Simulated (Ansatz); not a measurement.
Consider the hydrogenolysis of a C–C bond: `CC(C)(F)F` + H₂ → `CC(F)F` + CH₄.

Program: Ansatz. Geometries: PBE0-D4/def2-TZVP. ΔE: electronic, gas phase. CCSD(T)/CBS is the MP2 limit (def2-TZVPP, def2-QZVPP) plus CCSD(T) − MP2 in def2-TZVPP, frozen cores. This one scheme is used for every species. Functionals use def2-TZVPP. B3LYP here is the variant with VWN-RPA as its local correlation; programs differ in this.

CCSD(T)/CBS gives -40.8 kJ/mol.

(1) Another level gave -47.0 kJ/mol. Which?
A. B3LYP-D4/def2-TZVPP
B. revPBE-D4/def2-TZVPP
C. B3LYP/def2-TZVPP
D. HF/def2-TZVPP

(2) What do rigid-rotor, harmonic-oscillator terms from PBE0-D4/def2-TZVP frequencies (298.15 K, 1 bar) make of the CCSD(T)/CBS value? (Estimate.)

Largest T1 diagnostic among the species: 0.011.

Answers

(1) A. B3LYP-D4 -47.0, B3LYP -55.1, revPBE-D4 -39.2, HF/def2-TZVPP -61.8 kJ/mol.

(2) The calculation gave: ΔZPE = +19.4 kJ/mol, ΔH = -23.6 kJ/mol, ΔS = 35 J/(mol·K), ΔG = -33.9 kJ/mol.

In def2-TZVPP, CCSD(T) changes the Hartree–Fock value by +18.7 kJ/mol (the triples alone add +3.9 kJ/mol) and MP2 by +21.1 kJ/mol. The D4 term adds +8.1 kJ/mol with B3LYP and +4.4 kJ/mol with PBE0; it sums over pairs of atoms, weighted by their polarisabilities, and B3LYP, whose exchange is more repulsive, gets the larger term.
